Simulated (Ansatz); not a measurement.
Input file:

```yaml
crystal:
  periodic: [false, false, false]
  atoms:
    - {symbol: Al, position_ang: [0.000000, 0.000000, 1.247330]}
    - {symbol: C, position_ang: [0.000000, 0.000000, -3.303046]}
    - {symbol: H, position_ang: [0.000000, 3.307231, 2.984809]}
    - {symbol: H, position_ang: [0.000000, -3.307231, 2.984810]}
basis:
  gaussian: {orbitals: 6-31G}
magnetization: {spin_polarized: false, initial_magnetization: 3}
correlation: {method: fic_mrcisd_q, electrons: outside_noble_gas, active_space: {window: {electrons: 9, orbitals: 10}, shells: [{species: Al, l: s, shell: 3}, {species: Al, l: p, shell: 3}, {species: C, l: s, shell: 2}, {species: C, l: p, shell: 2}, {species: H, l: s, shell: 1}]}}
```

```sh
$ ansatz run in.yaml --threads 1 --pin off --events-out ev --progress --plain --max-ram 2393MiB
```

Log:

```
530 factors; integrals over basis functions are off by at most 1.1e-7 eV
mean field evaluation 1: about -7629.1943 eV, gradient 9.8e0 eV
mean field evaluation 2: about -7629.1949 eV, gradient 9.8e0 eV
mean field evaluation 4: about -7630.1866 eV, gradient 5.5e0 eV
mean field evaluation 8: about -7630.6466 eV, gradient 9.5e-1 eV
mean field evaluation 16: about -7630.6591 eV, gradient 8.1e-3 eV
mean field evaluation 32: about -7629.1943 eV, gradient 9.8e0 eV
mean field evaluation 64: about -7630.9654 eV, gradient 7.6e-4 eV
mean field evaluation 96: about -7630.4572 eV, gradient 3.6e0 eV
mean field evaluation 128: about -7630.9827 eV, gradient 1.5e-1 eV
mean field evaluation 160: about -7630.6591 eV, gradient 2.2e-6 eV
mean field evaluation 192: about -7629.0210 eV, gradient 3.0e-6 eV
mean field evaluation 224: about -7629.8237 eV, gradient 3.3e0 eV
mean field evaluation 256: about -7631.8677 eV, gradient 8.1e-3 eV
mean field evaluation 288: about -7631.0967 eV, gradient 2.4e0 eV
mean field evaluation 320: about -7631.8613 eV, gradient 2.2e-6 eV
mean field evaluation 352: about -7630.5120 eV, gradient 3.3e0 eV
mean field evaluation 384: about -7631.1336 eV, gradient 1.2e-1 eV
mean field evaluation 416: about -7631.2027 eV, gradient 1.8e-4 eV
mean field -7631.86787124 eV, -280.4659712024 hartree, gradient 2.0e-6 eV, S^2 3.750000; 31 other end points of the search recorded, 0 dependent functions left out
reference -7631.86787124 eV, -280.4659712024 hartree; 12, 9 occupied and 14, 17 virtual orbitals, 530 factors
state -7634.93644255 eV, -280.5787391180 hartree
contracted CI cycle   1: correlation 0.00000000 eV, 0.0000000000 hartree, residual 5.61e0 eV
contracted CI cycle   2: correlation -0.69914762 eV, -0.0256932013 hartree, residual 7.87e-1 eV
contracted CI cycle   3: correlation -0.71421147 eV, -0.0262467875 hartree, residual 2.27e-1 eV
contracted CI cycle   4: correlation -0.71557223 eV, -0.0262967944 hartree, residual 5.84e-2 eV
contracted CI cycle   5: correlation -0.71565212 eV, -0.0262997302 hartree, residual 1.78e-2 eV
contracted CI cycle   6: correlation -0.71565823 eV, -0.0262999547 hartree, residual 4.25e-3 eV
contracted CI cycle   7: correlation -0.71565864 eV, -0.0262999700 hartree, residual 9.16e-4 eV
state -7634.93644255 eV, -280.5787391180 hartree; corrected -7635.66616485 eV, -280.6055559179 hartree
Total energy: -7635.66616485 eV, -280.6055559179 hartree
Checks for a lower state left out: starts, orbital_swaps
```

Natural occupations: 1.9549 1.9123 1.4623 1.0014 1.0000 1.0000 0.5349 0.0455 0.0449 0.0437.

Ran on 1 thread of Intel Xeon, shared host: 42 s wall, 0.53 GiB peak host memory.
